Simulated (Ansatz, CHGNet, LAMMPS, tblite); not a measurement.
# How well does each level of theory give the TA phonon frequency at X of zinc-blende ZnS?

Reference value: 90 ± 1 cm⁻¹ (measured, room temperature, no zero-point or thermal correction; as tabulated in Vagelatos et al., J. Chem. Phys. (1974)).

Problem. What do ionic model grunwald2012, GFN1-xTB, CHGNet 0.3.0, LDA, PBE, r²SCAN, B3LYP (VWN-RPA form), HSE06, LC-ωPBE, PBE0, r²SCANh, Hartree–Fock give, and how far is each from the reference?

Solution. 
```csv
level (code),value (cm⁻¹),cell (Å³/atom),difference (%)
"ionic model grunwald2012 (rigid ions, LAMMPS)",135,20.54,+50
GFN1-xTB (tblite),87,22.43,-3.3
CHGNet 0.3.0,73,20.21,-18.9
LDA (Ansatz),92,18.57,+2.2
PBE (Ansatz),90,20.16,0.0
r²SCAN (Ansatz),93,19.56,+3.3
B3LYP (VWN-RPA form) (Ansatz),96,20.74,+6.7
HSE06 (Ansatz),94,19.96,+4.4
LC-ωPBE (Ansatz),99,19.08,+10.0
PBE0 (Ansatz),94,19.90,+4.4
r²SCANh (Ansatz),94,19.58,+4.4
Hartree–Fock (Ansatz),102,21.80,+13.3
```

Once the reference is moved by up to 3.0 % (a margin picked here for doubts on the reference and the settings, and for temperature and zero-point motion) and values within 1.0 % count as equal, the nearest can be PBE (0.0 %), LDA (+2.2 %), GFN1-xTB (-3.3 %) or r²SCAN (+3.3 %). Farthest off among them: ionic model grunwald2012 (+50 %).

The reference isn't brought to a static lattice, while the calculations are for one, so the differences are not the levels' errors alone.  GFN1-xTB: the method was fitted mainly to molecules. GFN1-xTB: the run uses a supercell at the zone centre in place of a k mesh. Each level is taken at its own relaxed cell. Cutoffs and k meshes differ between the levels. Ansatz's density-functional and Hartree–Fock values are scalar-relativistic unless marked +SOC, with PAW data made under PBE.

Empirical potentials (ionic model grunwald2012) are fitted to chosen data: where that held the value shown, agreement is built in, and what lay outside the fit can be far off. Machine-learned potentials (CHGNet 0.3.0) are trained on DFT data: a solid inside that data is no test of them.

Differences are worked out from the printed values.

Ansatz is a quantum-chemistry and plane-wave program.
